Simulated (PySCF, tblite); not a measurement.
**C₂H₃N₂ radical: geometry, infrared bands and EPR parameters**

What infrared bands and EPR parameters should C₂H₃N₂ radical (`[H]/N=C/C=[N]`) show?

The runs use tblite 0.8.0 and PySCF 2.14.0, with density-fitted response routines of our own; the level of theory stands in each step. All values are computed, except where a source is named. Atoms count from 0, in the outputs and in this text.

### 1 The starting structure

7 atoms, charge 0, multiplicity 2; geometry from: force field or distance geometry start.

Bonds of the start (Å): N0–C1 1.45, C1–C2 1.50, C2–N3 1.29, C1–H4 1.08, C2–H5 1.09, N3–H6 1.03.

### 2 Relaxing the molecule with GFN2-xTB

Job settings and geometry (Å):

```
{"job": {"kind": "relax", "xc": "GFN2-xTB", "basis": "xTB"}, "charge": 0, "multiplicity": 2}
N     -1.932400    -0.516700     1.035000
C     -1.059400    -0.167000    -0.074400
C      0.400700     0.032300     0.185300
N      1.152600     0.345500    -0.816800
H     -1.415800    -0.058200    -1.088300
H      0.736400    -0.082900     1.217200
H      2.121100     0.451900    -0.485000
```

Run with:

```sh
$ OMP_NUM_THREADS=1 python probes_run.py task.json out
```

One launch serves the whole session: the jobs run in the order shown.

**Question.** This job is followed by: GFN2-xTB harmonic vibrations, gas phase; UKS B3LYP, pcH-1 on C H N, non-relativistic, mean-field spin-orbit, GIAO. What will the session give for the following? strongest single infrared mode (GFN2-xTB); zero-point energy (GFN2-xTB); g(iso) (B3LYP); ⟨S²⟩; largest a(iso); potential on the surface of density 0.002 e/bohr³, 1st and 99th percentile.

The runs gave:

| quantity | value |
| --- | --- |
| strongest single infrared mode (GFN2-xTB) | 1709 cm⁻¹, 136 km/mol |
| zero-point energy (GFN2-xTB) | 29.2 kcal/mol |
| g(iso) (B3LYP) | 2.00283 |
| ⟨S²⟩ | 0.760 (exact 0.75) |
| largest a(iso) | 1H on H4, 265.2 MHz |
| potential on the surface of density 0.002 e/bohr³, 1st and 99th percentile | -1.47 V and 1.96 V |

In words: Relaxing lowered the energy by 1.429 eV in 19 steps; the close pair that moved most is N0–C1, from 1.454 to 1.221 Å. All 15 modes are real, so the xTB geometry is a minimum. The strongest single mode, at 1709 cm⁻¹, moves mainly C2 and N3. Unscaled tight-binding wavenumbers are off by several per cent, some by more. Its intensities can rank the bands wrongly. Most of the unpaired spin sits on N0 (0.96 e). The isotropic g lies 0.5 ppt above the free-electron value.
